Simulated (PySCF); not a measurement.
**Where the electron goes**

Compound: HCF2CH2OH, C2H4F2O.
Geometry (GFN2-xTB, Å), atoms numbered from 1 in this order:
```
atom  x, y, z in Å
O1    -1.446    0.721   -0.017
C2    -0.595   -0.387   -0.022
C3     0.865    0.033   -0.215
F4     1.304    0.694    0.889
F5     1.661   -1.051   -0.357
H6    -1.229    1.285    0.736
H7    -0.669   -0.970    0.906
H8    -0.892   -1.014   -0.865
H9     1.014    0.695   -1.081
```

Method used: PySCF, TDDFT B3LYP/def2-SVPD, vertical, gas phase, core orbitals frozen in the response.

Kohn–Sham orbitals with the atoms that hold most of them (Löwdin shares over 4%, at most four atoms; ? is withheld):

| orbital | ε (eV) | atoms |
| --- | --- | --- |
| LUMO+2 | 1.11 | H7 21%, O1 17%, C2 14%, H9 13% |
| LUMO+1 | 0.74 | C3 25%, H9 18%, F5 17%, H8 11% |
| LUMO | ? | ? |
| HOMO | -8.40 | ? |
| HOMO-1 | -9.78 | O1 38%, C2 19%, F4 10%, F5 9% |
| HOMO-2 | -10.53 | O1 27%, F5 16%, F4 14%, C3 14% |
| HOMO-3 | -11.46 | F4 49%, F5 41% |

Task: Which atoms hold the LUMO, and with what shares?

Result: O1 (bonded to C and H) 32%; H6 (bonded to O) 22%; C2 (bonded to C, O and 2 H) 14%; F4 (bonded to C) 10%.

Task: Which atoms hold the HOMO, and with what shares?

Result: O1 (bonded to C and H) 58%; C2 (bonded to C, O and 2 H) 14%; C3 (bonded to C, 2 F and H) 10%; H7 (bonded to C) 6%. By element: oxygen 58%, carbon 23%, hydrogen 6% or more.

Task: What is the LUMO energy, and the HOMO–LUMO gap?

Result: ε(LUMO) = 0.13 eV; the gap is 8.53 eV (0.3135 hartree).

Task: How does S1 compare with the orbital gap of 8.53 eV?

Result: S1 is at 7.29 eV (f = 0.0071), 1.25 eV below the gap, made of HOMO→LUMO (98%). 

Task: Give energy, strength and leading configuration of S1, S2, S4, S7 and S8, and follow the Löwdin shares of the leading atoms from the occupied to the empty orbital.

Result: 
- S1 (7.29 eV, f 0.0071), HOMO→LUMO (98%): O1 58% → 32%, C2 14% → 14%, H6 at most 6% → 22%
- S2 (8.18 eV, f 0.0025), HOMO→LUMO+1 (97%): O1 58% → at most 12%, C2 14% → at most 12%, C3 10% → 25%, H9 at most 6% → 18%
- S4 (8.75 eV, f 0.0033), HOMO-1→LUMO (97%): O1 38% → 32%, C2 19% → 14%, H6 at most 10% → 22%
- S7 (9.54 eV, f 0.021), HOMO-1→LUMO+1 (97%): O1 38% → at most 12%, C2 19% → at most 12%, C3 at most 10% → 25%, H9 at most 10% → 18%
- S8 (9.63 eV, f 0.023), HOMO-2→LUMO (82%): O1 27% → 32%, F5 16% → at most 11%, H6 at most 15% → 22%

Löwdin shares depend on the basis, the more so with diffuse functions.

The run took 11 s on one thread of an Arm Neoverse V1 (shared host).

One conformer stands for the species.
